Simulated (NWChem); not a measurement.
# One shape, several levels: BNH4 (SMILES BN)

Aim: a comparison of 6 runs (BLYP/def2-TZVPP, PBE/def2-TZVPP, SVWN5/def2-TZVPP, TPSS/def2-TZVPP, revPBE/def2-TZVPP, CCSD(T)/def2-TZVPP) of BNH4. 

Program for the calculation: NWChem 7.3.0.

### 1 Starting point

BNH4: 6 atoms, total charge 0, spin state singlet. SMILES: `BN`. Geometry: relaxed at PBE0-D4/def2-TZVP.

Bond lengths: B1–N2 1.385 Å, B1–H3 1.197 Å, B1–H4 1.197 Å, N2–H5 1.006 Å, N2–H6 1.006 Å. Angles: B1–N2–H5 123.2°, B1–N2–H6 123.2°, N2–B1–H3 119.0°, N2–B1–H4 119.0°, H5–N2–H6 113.5°, H3–B1–H4 122.0°.

### 2 Energy and forces at BLYP/def2-TZVPP (run 1)

bh4n.nw

```
start bh4n
memory 2200 mb
geometry units angstrom noautosym nocenter noautoz
   B    -0.128200   -0.679600   -0.025600
   N     0.146100    0.677400    0.010800
   H     0.225800   -1.368000    0.887500
   H    -0.712000   -1.128700   -0.969200
   H    -0.121600    1.313700   -0.720800
   H     0.632000    1.121400    0.771300
end
basis spherical bse
   * library def2-TZVPP
end
dft
   xc becke88 lyp
   grid fine
   convergence energy 1e-08
   iterations 100
   mulliken
end
task dft gradient
```

Started as:

```console
$ nwchem bh4n.nw > bh4n.out
```

What it wrote:

```text
[...]
          Wavefunction type:  closed shell.
          No. of atoms     :     6
          No. of electrons :    16
[...]
          Charge           :     0
          Spin multiplicity:     1
[...]
          AO basis - number of functions:   118
[...]
              XC Information
              --------------
                    Becke 1988 Exchange Functional  1.000
              Lee-Yang-Parr Correlation Functional  1.000
[...]
 d= 0,ls=0.0,diis     1    -81.9986035907 -1.14D+02  4.61D-03  4.29D-01     2.3
[...]
 d= 0,ls=0.0,diis     8    -82.0353746166  7.41D-09  8.85D-07  9.69D-08    18.2
         Total DFT energy =      -82.035374616621
      One electron energy =     -173.503316454458
           Coulomb energy =       71.599843162204
    Exchange-Corr. energy =      -12.447996713048
 Nuclear repulsion energy =       32.316095388681
[...]
  wavefunction    = closed shell
                         DFT ENERGY GRADIENTS
    atom               coordinates                        gradient
                 x          y          z           x          y          z
   1 B      -0.242263  -1.284258  -0.048377    0.001807   0.009016   0.000229
   2 N       0.276089   1.280100   0.020409   -0.000063  -0.000506   0.000052
   3 H       0.426700  -2.585145   1.677132    0.000061   0.000086   0.000078
   4 H      -1.345485  -2.132934  -1.831522   -0.000012   0.000107  -0.000065
   5 H      -0.229791   2.482533  -1.362114    0.001580  -0.004964   0.004747
   6 H       1.194307   2.119139   1.457546   -0.003372  -0.003740  -0.005041
[...]
```

Run time: 27 s. Hardware: 1 thread of Intel Xeon Platinum 8488C (Sapphire Rapids), shared host; peak memory 0.13 GiB.

### 3 Energy and gradient at PBE/def2-TZVPP (run 2)

mymol.xyz

```xyz
6
BH4N
B     -0.128200    -0.679600    -0.025600
N      0.146100     0.677400     0.010800
H      0.225800    -1.368000     0.887500
H     -0.712000    -1.128700    -0.969200
H     -0.121600     1.313700    -0.720800
H      0.632000     1.121400     0.771300
```

mymol.nw

```
start mymol
title "BH4N"
memory total 2200 mb

geometry noautosym nocenter noautoz
   load format xyz mymol.xyz
end

basis spherical bse
   * library def2-TZVPP
end

dft
   xc xpbe96 cpbe96
   grid fine
   convergence energy 1e-08
   iterations 100
   mulliken
end

task dft gradient
```

Started as:

```console
$ nwchem mymol.nw > mymol.out
```

What it wrote:

```text
[...]
          Wavefunction type:  closed shell.
          No. of atoms     :     6
          No. of electrons :    16
[...]
          Charge           :     0
          Spin multiplicity:     1
[...]
          AO basis - number of functions:   118
[...]
              XC Information
              --------------
          PerdewBurkeErnzerhof Exchange Functional  1.000
            Perdew 1991 LDA Correlation Functional  1.000 local
           PerdewBurkeErnz. Correlation Functional  1.000 non-local
[...]
 d= 0,ls=0.0,diis     1    -81.9183224565 -1.14D+02  4.36D-03  3.81D-01     2.2
[...]
 d= 0,ls=0.0,diis    10    -81.9514793656 -3.25D-11  3.68D-08  3.46D-11    21.5
         Total DFT energy =      -81.951479365559
      One electron energy =     -173.498071320789
           Coulomb energy =       71.583449833875
    Exchange-Corr. energy =      -12.352953267326
 Nuclear repulsion energy =       32.316095388681
[...]
  wavefunction    = closed shell
                         DFT ENERGY GRADIENTS
    atom               coordinates                        gradient
                 x          y          z           x          y          z
   1 B      -0.242263  -1.284258  -0.048377    0.000962   0.004836   0.000117
   2 N       0.276089   1.280100   0.020409    0.000353   0.001551   0.000108
   3 H       0.426700  -2.585145   1.677132   -0.000743   0.001177  -0.001827
   4 H      -1.345485  -2.132934  -1.831522    0.001132   0.000701   0.001885
   5 H      -0.229791   2.482533  -1.362114    0.001741  -0.004774   0.004983
   6 H       1.194307   2.119139   1.457546   -0.003445  -0.003491  -0.005266
[...]
```

Wall time 30 s (1 thread of Intel Xeon Platinum 8488C (Sapphire Rapids), shared host); peak memory 0.13 GiB.

Runs 3 to 5 aren't shown in full; the table further down has their settings and results.

### 4 A single-point energy at CCSD(T)/def2-TZVPP (run 6)

struct.nw

```
start struct
title "BH4N"
memory stack 880 mb heap 220 mb global 1100 mb
charge 0
geometry noautosym nocenter noautoz
 B       -0.128200      -0.679600      -0.025600
 N        0.146100       0.677400       0.010800
 H        0.225800      -1.368000       0.887500
 H       -0.712000      -1.128700      -0.969200
 H       -0.121600       1.313700      -0.720800
 H        0.632000       1.121400       0.771300
end
basis "ao basis" spherical bse
 * library def2-TZVPP
end
scf
 thresh 1e-08
 maxiter 80
 print low
end
ccsd
 freeze core 2
 maxiter 60
end
task ccsd(t) energy
```

Started as:

```console
$ nwchem struct.nw > struct.out
```

What it wrote:

```text
[...]
  functions       =   118
[...]
  wavefunction    = RHF
[...]
         Total SCF energy =    -81.529671771480
      One-electron energy =   -173.379022053661
      Two-electron energy =     59.533254893500
 Nuclear repulsion energy =     32.316095388681
        Time for solution =     17.8s
[...]
 Total MP2 energy:            -81.856368529487938
[...]
             energy      energy      error      ampl     ampl      Block
                                                time     time      time
[...]
 Total CCSD energy:            -81.879521080379732
[...]
 Total CCSD+T(CCSD) energy:            -81.891941205346086
[...]
 Total CCSD(T) energy:                 -81.891558664593475
[...]
```

It took 3 min on 1 thread of Intel Xeon Platinum 8488C (Sapphire Rapids), shared host; peak memory 0.28 GiB.

### 5 Overview of the runs

```
run               level      task  integration grid  energy (Eh)  dipole moment (D)  HOMO energy (eV)  LUMO energy (eV)  wall time
  1     BLYP/def2-TZVPP  gradient              fine   -82.035375               2.04             -7.19             -0.64       27 s
  2      PBE/def2-TZVPP  gradient              fine   -81.951479               2.07             -7.34             -0.75       30 s
  3    SVWN5/def2-TZVPP  gradient              fine   -81.301186               2.10             -7.48             -0.99       23 s
  4     TPSS/def2-TZVPP  gradient              fine   -82.089351               2.03                 –                 –       30 s
  5   revPBE/def2-TZVPP  gradient              fine   -82.044817               2.06             -7.27             -0.66       28 s
  6  CCSD(T)/def2-TZVPP    energy                 –   -81.891559                  –                 –                 –      3 min
```

### 6 Summary of results

| quantity | value |
| --- | --- |
| run 6: total energy | -81.89156 Eh |
| run 6: correlation energy (2 core orbitals frozen) | -361.9 mEh |
| run 6: (T) correction | -12.04 mEh |

In words: Over runs 1, 2, 3, 4, 5 the dipole moment (its size) runs from 2.03 D (TPSS/def2-TZVPP) to 2.10 D (SVWN5/def2-TZVPP). Over runs 1, 2, 3, 5 the HOMO–LUMO gap runs from 6.49 eV (SVWN5/def2-TZVPP) to 6.62 eV (revPBE/def2-TZVPP). Totals of different functionals can't be ranked against each other. All runs together took 5.3 min, the longest 3 min.
